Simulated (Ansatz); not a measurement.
[Cl···H···H], doublet along the distance Cl1-H2

Starting geometry:

```yaml
atoms:
  - { symbol: Cl, position_ang: [0.0000, 0.0000, -1.2983] }
  - { symbol: H, position_ang: [0.0000, 0.0000, -0.0195] }
  - { symbol: H, position_ang: [0.0000, 0.0000, 1.3177] }
```

From there H2 is moved from one fragment to the other while all else, the fragments' distance too, stays fixed, so the hump isn't the reaction's barrier; atoms are numbered as listed. Energies are in kJ/mol, counted from the starting geometry at the same level.

Basis cc-pVTZ; Ansatz 0.2.0. Correlated methods freeze the noble-gas cores. R marks a restricted (for open shells ROHF) determinant, U an unrestricted one. Active spaces: valence = (9e, 6o) chosen from the atoms' valence shells.

Runs in a small pair space aren't shown, since their orbitals change along the scan.

Full CI isn't at hand for all of this; UCCSDT(Q) serves as the reference, and is uncertain by about the last step of the cluster series. The frozen core follows each run's orbitals, which can shift R against U totals by a few meV.

| distance Cl1-H2 (Å) | UCCSDT(Q) | error RMP2 | error UCCSD | error UCCSD(T) | error UCCSDT | error RCCSDT(Q) | error NEVPT2 (valence space) |
| --- | --- | --- | --- | --- | --- | --- | --- |
| 1.279 | 0.0 | 0.0 | 0.0 | 0.0 | 0.0 | 0.0 | 0.0 |
| 1.363 | 3.5 | 3.3 | 0.9 | 0.2 | 0.1 | 0.0 | 1.6 |
| 1.533 | 21.1 | 12.7 | 1.9 | 0.7 | 0.1 | 0.0 | 6.0 |
| 1.702 | 8.3 | 21.5 | -0.8 | 0.6 | -0.1 | 0.1 | 12.4 |
| 1.871 | -14.1 | 16.9 | -3.8 | 0.2 | -0.3 | 0.1 | 16.7 |

Errors are those of relative energies. In total energy the starting point itself misses UCCSDT(Q) by: RMP2 78.4, UCCSD 23.5, UCCSD(T) 2.3, UCCSDT 0.8, RCCSDT(Q) 0.0, NEVPT2 (valence space) 129.2 kJ/mol.

Spread of the error over the points with a reference, to 1.871 Å (largest less smallest): RCCSDT(Q) 0.1, UCCSDT 0.5, UCCSD(T) 0.7, UCCSD 5.7, NEVPT2 (valence space) 16.7, RMP2 21.5 kJ/mol.
